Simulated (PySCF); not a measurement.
**How well do the runs reproduce experiment for 1-methylcyclopropene?**

**Measured values to compare with.**

From NIST CCCBDB Release 22 (SRD 101), experimental dipoles, for the gas: dipole moment 0.84 D.

How close the calculation comes is told at the end.

Compound: 1-methylcyclopropene, C₄H₆.
Atom-mapped SMILES: `[CH3:1][C:2]1=[CH:3][CH2:4]1` (hydrogens: H5, H6, H7 on C1; H8 on C3; H9, H10 on C4)

Cartesian coordinates in Å at the GFN2-xTB level; atoms count from 1:
```
atom  x, y, z in Å
C1    -1.4656    0.1975   -0.0715
C2    -0.0006    0.1629   -0.0746
C3     1.1679    0.6752   -0.3172
C4     1.1734   -0.6984    0.2939
H5    -1.8584   -0.6344   -0.6576
H6    -1.8326    1.1339   -0.4888
H7    -1.8378    0.0895    0.9482
H8     1.7895    1.4583   -0.6736
H9     1.4262   -1.5583   -0.3189
H10    1.4468   -0.8215    1.3374
```

Runs made with PySCF (gas phase, on this GFN2-xTB geometry; no spin–orbit coupling):

| level | job | basis functions |
| --- | --- | --- |
| PBE0/pcSseg-1, grid level 3 | shieldings, ring-centre shieldings | 98 |
| revPBE/6-311G**, energy threshold 1e-11 Eh, level shift 0.2 Eh | shieldings, ring-centre shieldings, charges and field gradients | 108 |
| BLYP/cc-pVDZ, grid level 4 | shieldings, ring-centre shieldings, density and orbital grids written | 86 |
| PBE0/def2-SVPD | 6 singlets by full TDDFT, 2 Tamm–Dancoff triplets, polarisability | 128 |
| B3LYP/pcJ-1 | spin–spin couplings from 10 perturbed nuclei, spin–dipole term left out | 168 |
| B3LYP/6-31++G**, grid level 3 | spin–spin couplings from 10 perturbed nuclei, spin–dipole term left out | 108 |

All basis functions are spherical.

Results beside the measurements:

**Dipole moment.** Measured: 0.84 D (NIST CCCBDB Release 22 (SRD 101), experimental dipoles).

```csv
level,computed (D),computed − measured (D),% (from the printed values)
PBE0/pcSseg-1,0.91,+0.07,+8
revPBE/6-311G**,0.90,+0.06,+7
BLYP/cc-pVDZ,0.94,+0.10,+12
PBE0/def2-SVPD,0.90,+0.06,+7
B3LYP/pcJ-1,0.88,+0.04,+5
B3LYP/6-31++G**,0.90,+0.06,+7
```

Closest is B3LYP/pcJ-1 (+0.04 D), furthest BLYP/cc-pVDZ (+0.10 D); one molecule doesn't rank methods. All 6 levels lie above the measurement. The computed dipoles belong to one fixed geometry; measured ones are averaged over vibrations unless marked μe. Magnitudes are compared, not signs.

No measured geometry was used, and the causes of the misses weren't examined.
